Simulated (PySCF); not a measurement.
System (SMILES): [SiH4] (SiH4).
Geometry (B3LYP-D3(BJ)/def2-TZVP, fixed):
```xyz
5

Si     0.0000     0.0000     0.0000
H      0.8756     0.8547     0.8331
H     -0.8222    -0.8655     0.8753
H     -0.8862     0.8545    -0.8220
H      0.8328    -0.8437    -0.8864
```
Charge 0, spin multiplicity 1.

Basis-set convergence of the isotropic shielding of Si1 at PBE0 with PySCF. GIAO, no density fitting; atoms are numbered in the order shown. All functions are spherical. No added dispersion term, no relativity. Reference: the value in pcSseg-3, 445.90 ppm, itself unsure by roughly 2.28 ppm (its mean distance from cc-pCVQZ, pcseg-3, pcSseg-2). Deviations are taken from unrounded values. Cost is core time over that of 6-311++G(2d,2p), rough, on shared machines of one kind; a dash marks a row that isn't timed (too short, read off another run, short of memory, by another algorithm or on other hardware).

| basis | functions | isotropic shielding of Si1 (ppm) | minus reference (ppm) | cost |
|---|---|---|---|---|
| def2-SV(P) | 26 | 499.67 | 53.76 | - |
| 6-31+G* | 30 | 482.41 | 36.51 | - |
| def2-SVP | 38 | 504.10 | 58.20 | - |
| 6-311+G** | 54 | 460.52 | 14.62 | 0.6× |
| def2-TZVP | 61 | 441.02 | -4.88 | 0.8× |
| aug-pcseg-1 | 63 | 445.64 | -0.27 | 0.7× |
| 6-311++G(2d,2p) | 75 | 450.56 | 4.66 | 1× |
| def2-TZVPP | 98 | 441.51 | -4.39 | 2× |
| 6-311++G(3df,3pd) | 119 | 448.60 | 2.70 | 3× |
| aug-pcseg-2 | 142 | 449.80 | 3.90 | 5× |
| def2-QZVPP | 190 | 443.50 | -2.40 | 10× |

The smallest set listed that lies within 10 ppm of the reference with all its larger relatives (same family, alike in diffuse functions; a set with none counts only in the reference's own line) is def2-TZVP (61 functions, 0.8× in cost, -4.88 ppm off).
